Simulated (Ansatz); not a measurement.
```yaml
crystal:
  periodic: [false, false, false]
  atoms:
    - {symbol: B, position_ang: [-0.911458, 0.074366, 0.000201]}
    - {symbol: B, position_ang: [0.556223, -0.027588, 0.000028]}
    - {symbol: Si, position_ang: [2.395361, -0.402801, -0.002391]}
    - {symbol: H, position_ang: [-2.040126, 0.356022, 0.002162]}
basis:
  gaussian: {orbitals: def2-TZVP}
magnetization: {spin_polarized: true, initial_magnetization: 3}
hamiltonian: {xc: pbe0}
relax: {f_tol: 0.004, max_steps: 80}
```

```sh
$ ansatz run in.yaml --threads 1 --pin off --events-out ev --progress --plain --max-ram 2176MiB
```

Steps of the relaxation (energy above the last step; positions in Å, forces in eV/Å):

```
4
step 1, 232.1 meV
B    -0.911    0.074    0.000   -2.769    0.382    0.002
B     0.556   -0.028    0.000    1.345   -0.130    0.000
Si    2.395   -0.403   -0.002    1.836   -0.276   -0.002
H    -2.040    0.356    0.002   -0.413    0.024    0.000
```

```
4
step 2, 29.8 meV
B    -0.955    0.087    0.000   -0.620    0.192    0.001
B     0.574   -0.052    0.000    0.100   -0.106   -0.001
Si    2.475   -0.404   -0.002    0.648   -0.067    0.000
H    -2.094    0.369    0.002   -0.129   -0.019    0.000
```

```
4
step 3, 4.0 meV
B    -0.974    0.100    0.000    0.048    0.091    0.001
B     0.575   -0.081    0.000   -0.108   -0.054   -0.001
Si    2.518   -0.397   -0.002    0.062    0.006    0.000
H    -2.119    0.378    0.002   -0.002   -0.043    0.000
```

```
4
step 7, 0.0 meV
B    -0.965    0.155    0.001    0.000    0.000    0.001
B     0.571   -0.092    0.000    0.001    0.000   -0.001
Si    2.521   -0.405   -0.002    0.000    0.000    0.000
H    -2.128    0.342    0.002    0.000    0.000   -0.001
```

Close pairs at the end: B1–H4 1.178 Å, B1–B2 1.556 Å, B2–Si3 1.975 Å.

A stationary point of unrestricted PBE0 after 7 steps, with ⟨S²⟩ = 3.764 against 3.75 for a pure state; no frequencies were run, so it isn't proven a minimum. 2 min on 1 thread of AMD EPYC 9R45, shared host.
